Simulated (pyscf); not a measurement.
A first-order saddle from PySCF, ωB97X-D3(BJ)/def2-SVP:

```xyz
7

Cl     0.2156    -0.3334     1.7924
In    -1.5583    -1.3640     0.2167
Cl    -1.1998    -3.6538     0.1306
Cl    -3.6136    -0.4205     0.7064
S     -0.0688    -0.0859    -1.3151
H      0.4469     0.0322     0.3579
H      0.6871    -1.1710    -1.5863
```
Charge 0, spin multiplicity 1.

Surface: singlet, charge 0. Lowest wavenumbers (cm⁻¹): 673i, 70, 79, 89, 109.

Question: Name the species on either side of this saddle.

Answer: Cl–In(Cl)–Cl + H₂S <-> HCl + HS–In(Cl)–Cl, a four-centre exchange read from left to right: Cl–In, H–S broken and Cl–H, In–S formed. At ωB97M-D3(BJ)/def2-TZVP it lies +0.12 eV from the left side and -0.07 eV from the right (each side as separated species at their lowest minima found). On the reactant side the descent ends in an adduct with a In–S contact, 0.90 eV under the separated species and 0.80 eV under the saddle at ωB97X-D3(BJ)/def2-TZVP. On the product side the descent ends in an adduct with a Cl–In contact, 0.42 eV under the separated species and 0.17 eV under the saddle at ωB97X-D3(BJ)/def2-TZVP. At ωB97M-D3(BJ) the saddle lies under the separated products, which points to a path from their complex (located at ωB97X-D3(BJ) alone), and parting the products costs more than the saddle. What is counted as formed (In–S) is already present as a longer contact in the reactant adduct; forming that adduct is a step of its own. What is counted as broken (Cl–In) persists as a longer contact in the product adduct; parting that adduct is a step of its own. At ωB97X-D3(BJ) the barrier from the zero used here is -0.10 eV. This is the saddle that the search found; another between the same sides may lie lower. Elements past Kr carry the def2 core potentials, without spin-orbit coupling.
